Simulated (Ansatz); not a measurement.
A made-up structure of Si2H3S, doublet:

Si1  (-0.640, 0.112, -0.925)
Si2  (0.655, -0.195, 0.887)
S3  (1.278, 1.271, 2.022)
H4  (-1.149, -1.007, -1.752)
H5  (1.573, -1.248, 1.138)
H6  (0.978, -1.634, 1.081)
(Å)

It is relaxed with PBE-D4/def2-SVP and then PBE0-D4/def2-TZVP (Ansatz 0.2.0). Atoms count as bonded within 1.22 times the sum of their covalent radii (H–H: 0.88 Å). The end point is not checked to be a true minimum.

Does its bonding change? (Judge from chemistry; the calculation decides.)

By the calculation: Yes. Formed: none; broken: Si2–H5, Si2–H6.

Where it ends: The first stage lowers the energy by 2.90 eV in 21 steps. It ends as a complex of Si₂HS ([SiH][Si][S]) + H₂:
```
6
angstrom
Si -1.1873 0.4696 -1.3497
Si 0.0584 1.0001 0.4204
S 1.2031 1.2136 1.9618
H -0.3922 -0.7236 -0.6925
H 1.5643 -2.0133 1.2447
H 1.4498 -2.6474 0.8665
```

Labels in which every atom is bracketed show which atoms are joined, not bond orders.

For scale, one of the runs: PBE0-D4/def2-TZVP relaxation, 129 basis functions, launched by `ansatz run in.yaml --threads 2 --pin off --events-out ev --progress --plain --max-ram 4352MiB`. The run took about 37 s on 2 CPU threads of an Arm Neoverse V1 (shared host).
